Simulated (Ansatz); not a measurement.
# Bulk modulus B0 of some cubic tetrahedrally bonded semiconductors and semimetals

Method: r²SCAN0 (PAW; Ansatz, an electronic-structure program). References are measured values corrected to a static lattice.

Values in GPa.

```tsv
solid	reference	r²SCAN0	error (%)
diamond	455	479	+5.3
3C-SiC	229	241	+5.2
zinc-blende InSb	46.1	49.2	+6.7
zinc-blende GaAs	76.7	79.6	+3.8
zinc-blende BP	176 (168–176)	178	+1.1
diamond-structure Si	101	103	+2.0
zinc-blende GaP	89.6	94.7	+5.7
cubic BN	410 (388–410)	414	+1.0
```

Over these 8 solids the mean error is +3.9 %, the mean absolute error 3.9 % (median 4.5 %), and the worst case zinc-blende InSb at +6.7 %; the value is too high in 8 of 8 cases.

All these references are brought to a static lattice.

Spin–orbit coupling is left out, also for the solids with elements from indium on (zinc-blende InSb); its size isn't shown.

Brackets give the range of the sources taken for a reference, where it is wide; it can hold other temperatures.

Differences are worked out from the printed values.

Each level is taken at its own relaxed cell. Ansatz's density-functional and Hartree–Fock values are scalar-relativistic unless marked +SOC, with PAW data made under PBE.

Not in this set, of the tetrahedrally bonded semiconductors and semimetals with a reference value in our tables and a result at some level: 16 for a reference at room or unstated temperature; 4 for no value at r²SCAN0 (not run, a failed fit, an unstable or unbound cell, or a value held back for tests); 2 for a high-temperature or high-pressure phase; 1 for sources at odds; 1 for a value of another source that differs by over 15 % in a way that heat doesn't explain. These can be a level's best or worst cases. At least 5 more with a reference value are held back for tests. Solids without a released value at any level aren't counted. Layered and molecular crystals are counted apart. The metals Ce to Yb are counted apart.

References as tabulated in Mejia-Rodriguez and Trickey (2018), arXiv:1807.09216; Goldzak et al. (2022), arXiv:2208.04865; Sun et al. (2011), doi:10.1103/physrevb.84.035117.
